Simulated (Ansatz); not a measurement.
A run of Ansatz (development build ahead of 0.2.0) on doublet NH₃(+) at this shape:

```json
{"atom": "N", "x (Å)": "-0.0055", "y (Å)": "0.0486", "z (Å)": "0.0319"}
{"atom": "H", "x (Å)": "-0.2343", "y (Å)": "-0.4079", "z (Å)": "0.9479"}
{"atom": "H", "x (Å)": "0.9165", "y (Å)": "0.5360", "z (Å)": "-0.1257"}
{"atom": "H", "x (Å)": "-0.7149", "y (Å)": "-0.1587", "z (Å)": "-0.7234"}
```

Its results:

```yaml
Converged: yes
Total_energy: -55.83339 hartree
Spin_squared_of_the_determinant: 0.762
Stability_test: minimum
```

Forces (eV/Å):
```tsv
atom	Fx	Fy	Fz
N1	-0.516	-0.849	0.039
H2	0.585	0.774	-0.876
H3	-1.371	-0.598	0.099
H4	1.303	0.673	0.738
```

Question: Which input gives this output? Name the method, the orbitals and the basis set, and write the input.

Answer: UHF in def2-SVP.

```yaml
crystal:
  periodic: [false, false, false]
  atoms:
    - { symbol: "N", position_ang: [-0.00549, 0.04859, 0.03188] }
    - { symbol: H, position_ang: [-0.23426, -0.40795, 0.94793] }
    - { symbol: H, position_ang: [0.91652, 0.53601, -0.12573] }
    - { symbol: H, position_ang: [-0.71488, -0.15874, -0.72344] }
basis:
  gaussian: { orbitals: def2-SVP }
total_charge: 1
magnetization:
  spin_polarized: true
  initial_magnetization: 1
hamiltonian:
  xc: hf
output:
  forces: true
```
